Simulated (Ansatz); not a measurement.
**Worked example: Si$_{2}$⁺, quartet against Si2, triplet**

Geometry (PBE0/def2-TZVP stationary point of a triplet), kept for both states (Si2, triplet: Σg⁻g; Si2⁺, quartet: Σg⁻g):

```xyz
2

Si    0.0000    0.0000    0.0000
Si    0.0000    0.0000    2.2547
```

Basis cc-pVTZ; Ansatz 0.2.0. Correlated methods freeze the noble-gas cores. Prefix R: restricted or restricted open-shell reference; prefix U: unrestricted.

Full CI isn't at hand for all of this; UCCSDT(Q) serves as the reference, and is uncertain by about the last step of the cluster series.

```tsv
level	E(Si2, triplet) (hartree)	E(Si2⁺, quartet) (hartree)
UHF	-577.777965	-577.516257
UMP2	-577.935469	-577.653117
UCCSD(T)	-577.977954	-577.691496
PBE	-578.581885	-578.295395
r2SCAN	-578.815935	-578.527135
UCCSDT(Q)	-577.980692	-577.694324
```

Problem. Give the vertical gap, Si2⁺ quartet less Si2 triplet, at each level in eV (1 hartree = 27.2114 eV), and each error against UCCSDT(Q).

Solution. UCCSDT(Q): (-577.694324 − (-577.980692)) × 27.2114 = 7.792 eV (the reference)
r2SCAN: (-578.527135 − (-578.815935)) × 27.2114 = 7.859 eV, error 0.067 eV
PBE: (-578.295395 − (-578.581885)) × 27.2114 = 7.796 eV, error 0.004 eV
UCCSD(T): (-577.691496 − (-577.977954)) × 27.2114 = 7.795 eV, error 0.003 eV
UMP2: (-577.653117 − (-577.935469)) × 27.2114 = 7.683 eV, error -0.109 eV
UHF: (-577.516257 − (-577.777965)) × 27.2114 = 7.121 eV, error -0.671 eV

Total energies of functionals can't be set beside those of wave-function methods, since they hold the core's correlation and their own absolute errors; only the differences compare.

The reference still carries a basis error, for a change of charge of the order of 0.1 eV, so smaller errors of functionals can't be ranked.

Each level lands on the state that its own search finds. T1 diagnostics of restricted CCSD: 0.021 and 0.024.
